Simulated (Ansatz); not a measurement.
# What each rung costs, and what it gives

The pair of NH3 (SMILES N, atoms 1–4) and SiH4O (SMILES [SiH3]O, atoms 5–10), both closed shells, in one local arrangement (a lower one may exist), relaxed at PBE0-D4/def2-TZVP:

```xyz
10
angstrom
N 0.1283 0.4157 -1.9528
H -0.8296 0.1659 -2.1674
H 0.2467 1.3945 -2.1846
H 0.7268 -0.1181 -2.5717
Si -0.1912 -0.3912 1.8213
O 0.9305 -0.0751 0.6812
H 0.5248 -0.6693 3.0914
H -1.1252 0.7532 2.0415
H -1.0359 -1.5748 1.4793
H 0.6250 0.0991 -0.2383
```

Interaction energies are counterpoise-corrected; the time is that of the whole pair.

Computed with Ansatz 0.2.0 (basis: as named in each row); correlated methods freeze the cores. B3LYP uses VWN-RPA correlation. Extrapolation: Hartree–Fock as exp(−7.88 √X), correlation as X^−2.97.

Times are rough, for one single point on 4 threads of a shared host (Intel Xeon Platinum 8375C).

The estimate by CCSD(T) at an estimated basis limit (MP2 extrapolated from triple and quadruple zeta, plus CCSD(T) − MP2 in triple zeta) is -9.25 kcal/mol.

```json
{"method": "HF", "basis": "STO-3G", "time (s)": "under 1", "interaction energy (kcal/mol)": "-1.62", "method less estimate": "7.63"}
{"method": "PBE-D4", "basis": "STO-3G", "time (s)": "under 1", "interaction energy (kcal/mol)": "-11.09", "method less estimate": "-1.85"}
{"method": "SPW92", "basis": "def2-SVP", "time (s)": "under 1", "interaction energy (kcal/mol)": "-15.73", "method less estimate": "-6.49"}
{"method": "B3LYP-D4", "basis": "6-31G", "time (s)": "under 1", "interaction energy (kcal/mol)": "-14.46", "method less estimate": "-5.21"}
{"method": "PBE-D4", "basis": "def2-SVP", "time (s)": "under 1", "interaction energy (kcal/mol)": "-12.24", "method less estimate": "-2.99"}
{"method": "PBE0-D4", "basis": "def2-SVP", "time (s)": "under 1", "interaction energy (kcal/mol)": "-11.89", "method less estimate": "-2.64"}
{"method": "revPBE-D4", "basis": "def2-TZVPPD", "time (s)": "2", "interaction energy (kcal/mol)": "-9.72", "method less estimate": "-0.47"}
{"method": "PBE-D4", "basis": "def2-TZVPPD", "time (s)": "2", "interaction energy (kcal/mol)": "-10.55", "method less estimate": "-1.31"}
{"method": "BLYP-D4", "basis": "def2-TZVPPD", "time (s)": "2", "interaction energy (kcal/mol)": "-9.67", "method less estimate": "-0.43"}
{"method": "wB97M-V", "basis": "def2-SVP", "time (s)": "2", "interaction energy (kcal/mol)": "-10.77", "method less estimate": "-1.52"}
{"method": "CCSD(T)", "basis": "def2-SVP", "time (s)": "2", "interaction energy (kcal/mol)": "-8.63", "method less estimate": "0.62"}
{"method": "HSE06-D4", "basis": "def2-TZVPPD", "time (s)": "2", "interaction energy (kcal/mol)": "-10.29", "method less estimate": "-1.04"}
{"method": "PBE0-D4", "basis": "def2-TZVPPD", "time (s)": "2", "interaction energy (kcal/mol)": "-10.30", "method less estimate": "-1.06"}
{"method": "r2SCAN-D4", "basis": "def2-TZVPPD", "time (s)": "3", "interaction energy (kcal/mol)": "-10.06", "method less estimate": "-0.81"}
{"method": "B3LYP-D4", "basis": "def2-TZVPPD", "time (s)": "3", "interaction energy (kcal/mol)": "-9.81", "method less estimate": "-0.57"}
{"method": "B2PLYP", "basis": "def2-TZVPPD", "time (s)": "4", "interaction energy (kcal/mol)": "-8.70", "method less estimate": "0.55"}
{"method": "B97M-V", "basis": "def2-TZVPPD", "time (s)": "5", "interaction energy (kcal/mol)": "-9.41", "method less estimate": "-0.17"}
{"method": "wB97M-V", "basis": "def2-TZVPPD", "time (s)": "6", "interaction energy (kcal/mol)": "-9.22", "method less estimate": "0.02"}
{"method": "wB97X-V", "basis": "def2-TZVPPD", "time (s)": "6", "interaction energy (kcal/mol)": "-9.28", "method less estimate": "-0.03"}
{"method": "MP2", "basis": "def2-QZVPPD", "time (s)": "13", "interaction energy (kcal/mol)": "-9.20", "method less estimate": "0.04"}
{"method": "CCSD(T)", "basis": "def2-TZVPPD", "time (s)": "46", "interaction energy (kcal/mol)": "-8.70", "method less estimate": "0.55"}
```

The T1 diagnostic stays at or below 0.012.
